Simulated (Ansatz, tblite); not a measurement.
# The cluster PbS2−: one state, many levels

An exercise on one series of results from a longer session: the logs are not shown, and one member is left open.

The runs use Ansatz 0.2.0, Gaussian basis; as each input shows.

The runs, in order: GFN1-xTB, GFN2-xTB, PBE-D4/def2-TZVPD, r2SCAN-D4/def2-TZVPD, LDA/def2-TZVPD, ωB97X-V/def2-TZVPD, PBE-QIDH/def2-TZVPD, ωB97M-V/def2-TZVPD, revPBE-D4/def2-TZVPD, PBE+5HF/def2-TZVPD, PBE+10HF/def2-TZVPD, PBE+15HF/def2-TZVPD, PBE+35HF/def2-TZVPD, PBE+50HF/def2-TZVPD, PBE-D4/def2-SVPD, PBE0-D4/def2-SVPD, CCSD(T)/def2-TZVPPD, MP2/def2-TZVPD, RPA/def2-TZVPD.

## The geometry

The doublet was relaxed beforehand with PBE-D4/def2-TZVPD. At that level it is the lowest of the isomers that a small search found.

3 atoms, charge -1, spin multiplicity 2.

Bond lengths: Pb1–S2 2.434 Å, Pb1–S3 2.434 Å. Angles: S2–Pb1–S3 127.7°.

Pb takes a core potential in the def2 sets. No spin-orbit coupling is included. The ion is computed in the gas phase, without counter-ions or solvent.

PBE0-D4/def2-TZVPD was run before; its log isn't repeated, and its numbers join the tables.

Set-up of the first run:

Tight binding, by tblite at 300 K electronic temperature and without a spin-polarisation term:

```python
tblite.interface.Calculator('GFN1-xTB', numbers, positions, charge=-1, uhf=1).singlepoint()
```

Tight binding, by tblite at 300 K electronic temperature and without a spin-polarisation term:

```python
tblite.interface.Calculator('GFN2-xTB', numbers, positions, charge=-1, uhf=1).singlepoint()
```

start.molden holds the orbitals of an earlier run on this state, given as this run's starting guess.

in.yaml

```yaml
crystal:
  periodic: [false, false, false]
  atoms:
    - {symbol: Pb, position_ang: [-0.299143, 0.087929, 0.643429]}
    - {symbol: S, position_ang: [-1.778277, -0.679212, -1.131209]}
    - {symbol: S, position_ang: [2.077420, 0.591283, 0.487790]}
basis:
  gaussian: {orbitals: def2-TZVPD, initial_orbitals: start.molden}
total_charge: -1
magnetization: {spin_polarized: true, initial_magnetization: 1}
hamiltonian: {xc: pbe, dispersion: d4}
scf: {omitted_lower_state_checks: [starts]}
output: {orbitals: {seedname: orbitals}}
```

Run with:

```bash
$ ansatz run in.yaml --threads 4 --pin off --events-out ev --progress --plain --max-ram 3916MiB
```

Among the steps run: PBE-D4/def2-TZVPD; r2SCAN-D4/def2-TZVPD; LDA/def2-TZVPD; ωB97X-V/def2-TZVPD; PBE-QIDH/def2-TZVPD; ωB97M-V/def2-TZVPD; revPBE-D4/def2-TZVPD; PBE+5HF/def2-TZVPD; PBE+10HF/def2-TZVPD; PBE+15HF/def2-TZVPD; PBE+35HF/def2-TZVPD; PBE+50HF/def2-TZVPD; PBE-D4/def2-SVPD; PBE0-D4/def2-SVPD; CCSD(T)/def2-TZVPPD; MP2/def2-TZVPD; RPA/def2-TZVPD.

One of the session's tables, all rows but one given; the rest of the session is left out.

It belongs to the step «Levels side by side». 

| level | HOMO (eV) | LUMO (eV) | gap (eV) |
| --- | --- | --- | --- |
| LDA/def2-TZVPD | -0.85 | -0.35 | 0.50 |
| PBE-D4/def2-SVPD | -0.81 | -0.15 | 0.66 |
| PBE-D4/def2-TZVPD | -0.75 | -0.08 | 0.67 |
| revPBE-D4/def2-TZVPD | -0.70 | 0.00 | 0.70 |
| r2SCAN-D4/def2-TZVPD | -1.02 | 0.05 | 1.07 |
| PBE0-D4/def2-SVPD | -1.82 | 0.51 | 2.33 |
| PBE0-D4/def2-TZVPD | -1.75 | 0.60 | 2.35 |
| ωB97X-V/def2-TZVPD | -3.72 | 2.23 | 5.95 |
| ωB97M-V/def2-TZVPD | ? | ? | ? |
| PBE+5HF/def2-TZVPD | -0.94 | 0.06 | 1.00 |
| PBE+10HF/def2-TZVPD | -1.14 | 0.19 | 1.34 |
| PBE+15HF/def2-TZVPD | -1.34 | 0.33 | 1.67 |
| PBE+35HF/def2-TZVPD | -2.16 | 0.88 | 3.04 |
| PBE+50HF/def2-TZVPD | -2.74 | 1.31 | 4.05 |

**Question.** Estimate the row for ωB97M-V/def2-TZVPD.

As computed: HOMO (eV): -3.55; LUMO (eV): 2.07; gap (eV): 5.62. In the column «HOMO (eV)» it lies between ωB97X-V/def2-TZVPD (-3.72) and PBE+50HF/def2-TZVPD (-2.74).
